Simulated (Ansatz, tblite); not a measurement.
Spin states of the cluster P3 (the lowest doublet isomer of a short search), each relaxed with PBE0-D4/def2-TZVP in Ansatz. Electronic energies in the gas phase.

The xTB rows come from tblite. Correlated methods freeze 15 core orbitals. In CCSD on the charge 0 doublet the largest single amplitude is 0.17, so its Hartree–Fock determinant may place the open shell otherwise than the density functionals do. The structure comes from a short search, and lower isomers may exist.

Doublet geometry (C2v within 0.1 Å):

```xyz
3

P    -0.2303   -1.1358   -0.0777
P    -0.1251    0.5415    1.1273
P     0.3553    0.5943   -1.0496
```

Quartet geometry (C2v within 0.1 Å):

Cartesian coordinates in Å:
```
P 0.0507 -0.9366 0.6943
P -0.1409 1.1483 0.5787
P 0.0902 -0.2117 -1.2730
```

⟨S²⟩: doublet 0.81 at PBE0-D4/def2-TZVP (pure 0.75), quartet 3.77 at PBE0-D4/def2-TZVP (pure 3.75).

Run but left out: HF/STO-3G, HF/def2-TZVP, HF/def2-TZVPP, MP2/def2-TZVP, MP2/def2-TZVPP (doublet: ⟨S²⟩ 1.13 to 1.37, where a pure state has 0.75).

Only these spin states were relaxed.

```
               level  quartet − doublet (kJ/mol)  lowest of these                                                              remarks
            GFN1-xTB                       228.0          doublet                                                                    –
            GFN2-xTB                       202.7          doublet                                                                    –
    PBE-D4/def2-TZVP                       203.0          doublet                                                                    –
 r2SCAN-D4/def2-TZVP                       197.6          doublet                                                                    –
    B97M-V/def2-TZVP                       215.3          doublet                                                                    –
   PBE0-D4/def2-TZVP                       198.4          doublet                                                                    –
r2SCAN0-D4/def2-TZVP                       193.1          doublet                              spin-contaminated (⟨S²⟩ 0.85) (doublet)
   ωB97M-V/def2-TZVP                       213.7          doublet                                                                    –
    B2PLYP/def2-TZVP                       201.6          doublet                              spin-contaminated (⟨S²⟩ 0.88) (doublet)
   RPA@PBE/def2-TZVP                       202.5          doublet                                                                    –
     CCSD/def2-TZVPP                       201.9          doublet  large T1 (0.049) (doublet), spin-contaminated (⟨S²⟩ 1.13) (doublet)
  CCSD(T)/def2-TZVPP                       205.7          doublet  large T1 (0.049) (doublet), spin-contaminated (⟨S²⟩ 1.13) (doublet)
```

Change of the quartet − doublet gap on mixing in exact exchange, in kJ/mol: PBE to PBE0 (25 % exact exchange) -4.6; r2SCAN to r2SCAN0 (25 % exact exchange) -4.5.

The xTB methods have no spin-polarisation term.
